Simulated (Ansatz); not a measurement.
# C7H16: up Jacob's ladder to CCSD(T)

How much do the methods differ for C7H16? The plan is to run it at one geometry with functionals of several rungs and with coupled cluster, and see how far each lands from CCSD(T) at the basis-set limit for the atomisation energy.

Computed with Ansatz 0.2.0, Gaussian basis. Level: functionals in def2-TZVPP, the program's frozen cores in correlated methods.

Levels to be run: PBE-D4, r2SCAN-D4, PBE0-D4, B3LYP-D4, ωB97X-V, ωB97M-V, B2PLYP; CCSD(T)/def2-TZVPP; MP2/def2-QZVPP; extrapolation to the limit.

1 further run of the same task is left out (it didn't finish).

## (1) The geometry

An earlier PBE0-D4 in a triple-zeta def2 set relaxation fixed the geometry.

SMILES `CCC(C)C(C)C`, 23 atoms, charge 0, spin multiplicity 1.

Atoms are counted from 1 here; the program's logs count them from 0.

Bond lengths: C1–C2 1.520 Å, C1–H8 1.092 Å, C1–H9 1.092 Å, C1–H10 1.094 Å, C2–C3 1.528 Å, C2–H11 1.096 Å, C2–H12 1.096 Å, C3–C4 1.523 Å, C3–C5 1.539 Å, C3–H13 1.100 Å, C4–H14 1.094 Å, C4–H15 1.092 Å, C4–H16 1.092 Å, C5–C6 1.523 Å, C5–C7 1.523 Å, C5–H17 1.098 Å, C6–H18 1.093 Å, C6–H19 1.093 Å and more. Angles: C2–C1–H8 111.1°, C2–C1–H9 112.0°, C2–C1–H10 111.0°, H8–C1–H9 107.3°, H8–C1–H10 107.6°, H9–C1–H10 107.6°, C1–C2–C3 114.3°, C1–C2–H11 109.2°, C1–C2–H12 109.0°, C3–C2–H11 109.5°, C3–C2–H12 108.5°, H11–C2–H12 106.1°, C2–C3–C4 111.5°, C2–C3–C5 111.4°, C2–C3–H13 106.8°, C4–C3–C5 113.2°, C4–C3–H13 107.5°, C5–C3–H13 105.9° and more.

## (2) PBE-D4 (GGA)

Contents of in.yaml:

```yaml
crystal:
  periodic: [false, false, false]
  atoms:
    - {symbol: C, position_ang: [0.635496, -2.004088, -1.867706]}
    - {symbol: C, position_ang: [0.868551, -0.699201, -1.124165]}
    - {symbol: C, position_ang: [-0.317963, -0.236849, -0.279317]}
    - {symbol: C, position_ang: [-0.598951, -1.202934, 0.864655]}
    - {symbol: C, position_ang: [-0.143251, 1.219868, 0.186871]}
    - {symbol: C, position_ang: [-1.438180, 1.803535, 0.735128]}
    - {symbol: C, position_ang: [0.988671, 1.409841, 1.188580]}
    - {symbol: H, position_ang: [1.484954, -2.247416, -2.510168]}
    - {symbol: H, position_ang: [0.494237, -2.844623, -1.184749]}
    - {symbol: H, position_ang: [-0.252881, -1.940749, -2.503158]}
    - {symbol: H, position_ang: [1.754247, -0.800837, -0.486779]}
    - {symbol: H, position_ang: [1.104915, 0.087088, -1.850471]}
    - {symbol: H, position_ang: [-1.198049, -0.239309, -0.938485]}
    - {symbol: H, position_ang: [0.276284, -1.318066, 1.510272]}
    - {symbol: H, position_ang: [-0.859921, -2.193822, 0.488592]}
    - {symbol: H, position_ang: [-1.431518, -0.866612, 1.485881]}
    - {symbol: H, position_ang: [0.114524, 1.793513, -0.713462]}
    - {symbol: H, position_ang: [-2.262034, 1.681223, 0.026649]}
    - {symbol: H, position_ang: [-1.327157, 2.871837, 0.938341]}
    - {symbol: H, position_ang: [-1.730309, 1.325287, 1.674032]}
    - {symbol: H, position_ang: [1.123069, 2.470386, 1.416175]}
    - {symbol: H, position_ang: [0.774228, 0.900389, 2.132044]}
    - {symbol: H, position_ang: [1.941039, 1.031529, 0.811249]}
basis:
  gaussian: {orbitals: def2-TZVPP}
hamiltonian: {xc: pbe, dispersion: d4}
output: {forces: true, orbitals: {seedname: orbitals}}
```

After this run come: r2SCAN-D4 (meta-GGA); PBE0-D4 (hybrid); B3LYP-D4 (hybrid); ωB97X-V (range-separated); ωB97M-V (range-separated); B2PLYP (double hybrid); CCSD(T) in def2-TZVPP; MP2 in def2-QZVPP.

**Question.** What will the summary of the whole plan be? Wanted: atomisation energy, CCSD(T)/CBS; farthest; mean size of error, hybrid; mean size of error, range-separated; gap, smallest and largest; T1 diagnostic; triples share of the correlation energy.

The runs gave:

| quantity | value |
| --- | --- |
| atomisation energy, CCSD(T)/CBS | 9142.3 kJ/mol |
| functionals within 45.7 kJ/mol (0.5 %) | r2SCAN-D4, B3LYP-D4, ωB97X-V, ωB97M-V |
| farthest | PBE-D4 (+141.1 kJ/mol) |
| mean size of error, hybrid | 32.9 kJ/mol |
| mean size of error, range-separated | 15.3 kJ/mol |
| gap, smallest and largest | 7.49 eV (PBE-D4), 13.82 eV (ωB97X-V) |
| T1 diagnostic | 0.0086 |
| triples share of the correlation energy | 3.8 % |

In words: PBE-D4 is off by +141.1 kJ/mol. Double hybrids carry the basis error of their MP2 part in triple zeta, and no dispersion term here, so their miss is partly the set-up's. Misses under about 45.7 kJ/mol are within the doubt on the reference itself, which lacks core-valence correlation, relativity and higher excitations. Hartree-Fock recovers 76 % of the binding; the rest is correlation. Orbital gaps span 7.5 to 13.8 eV; exact exchange widens them.
